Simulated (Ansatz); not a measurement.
The input, for Ansatz 0.2.0:

```yaml
crystal:
  periodic: [false, false, false]
  atoms:
    - {symbol: Al, position_ang: [-1.028730, 0.000000, 0.000000]}
    - {symbol: H, position_ang: [-1.821654, 1.373384, 0.000000]}
    - {symbol: H, position_ang: [-1.821654, -1.373384, 0.000000]}
    - {symbol: H, position_ang: [0.446270, 0.000000, 0.000000]}
    - {symbol: O, position_ang: [1.936270, 0.000000, 0.000000]}
basis:
  gaussian: {orbitals: 6-31G}
magnetization: {spin_polarized: false, initial_magnetization: 2}
correlation: {method: ccsdt_q, electrons: outside_noble_gas}
scf: {omitted_lower_state_checks: [cluster_reference]}
output: {forces: true}
```

```sh
$ ansatz run in.yaml --threads 1 --pin off --events-out ev --progress --plain --max-ram 2393MiB
```

The program prints:

```
these checks for a lower state are left out or cut short: cluster_reference
550 factors; integrals over basis functions are off by at most 7.3e-8 eV
mean field evaluation 1: about -8642.8605 eV, gradient 5.1e1 eV
mean field evaluation 2: about -8642.8644 eV, gradient 5.1e1 eV
mean field evaluation 4: about -8660.6105 eV, gradient 1.5e1 eV
mean field evaluation 8: about -8662.1282 eV, gradient 8.2e-1 eV
mean field evaluation 16: about -8662.1333 eV, gradient 2.1e-6 eV
mean field evaluation 32: about -8662.1440 eV, gradient 6.5e-3 eV
mean field evaluation 64: about -8662.1333 eV, gradient 2.9e-5 eV
mean field evaluation 96: about -8662.1434 eV, gradient 8.6e-3 eV
mean field evaluation 128: about -8662.1333 eV, gradient 1.8e-6 eV
mean field evaluation 160: about -8656.4689 eV, gradient 1.1e0 eV
...
cycle  29  -3.64960204 eV  change   -1.4e-9 eV  update   3.4e-8
cycle  30  -3.64960203 eV  change    1.4e-9 eV  update   2.5e-8
cycle  31  -3.64960205 eV  change   -1.3e-8 eV  update   1.8e-8
cycle  32  -3.64960204 eV  change    6.9e-9 eV  update   1.5e-8
cycle  33  -3.64960204 eV  change   4.4e-10 eV  update   1.4e-8
cycle  34  -3.64960204 eV  change   -3.3e-9 eV  update   9.9e-9
cycle  35  -3.64960204 eV  change    1.0e-9 eV  update   9.7e-9
cycle   1  -3.64960193 eV  update   4.2e-8
cycle   2  -3.64960191 eV  change    2.5e-8 eV  update   1.3e-8
cycle   3  -3.64960190 eV  change    5.9e-9 eV  update   5.0e-9
perturbative correction -0.00361280 eV, -0.0001327678 hartree
the calculation of the forces begins
Total energy: -8665.79725891 eV, -318.4621753764 hartree
Atom 0 at    -1.028730     0.000000     0.000000 Å, force    -2.625396     0.000000     0.000000 eV/Å
Atom 1 at    -1.821654     1.373384     0.000000 Å, force    -0.252379     0.470015     0.000000 eV/Å
Atom 2 at    -1.821654    -1.373384     0.000000 Å, force    -0.252379    -0.470015    -0.000000 eV/Å
Atom 3 at     0.446270     0.000000     0.000000 Å, force     1.807193     0.000000     0.000000 eV/Å
Atom 4 at     1.936270     0.000000     0.000000 Å, force     1.322960     0.000000    -0.000000 eV/Å
Dipole moment:    -0.180299    -0.000000    -0.000000 e Å
Checks for a lower state left out: cluster_reference
```

Forces (eV/Å):
```
Al  -2.625  0.000  0.000
H   -0.252  0.470  0.000
H   -0.252 -0.470  0.000
H    1.807  0.000  0.000
O    1.323  0.000  0.000
```

Ran on 1 thread of AMD EPYC 9R45, shared host: 26 s wall, 0.47 GiB peak host memory.
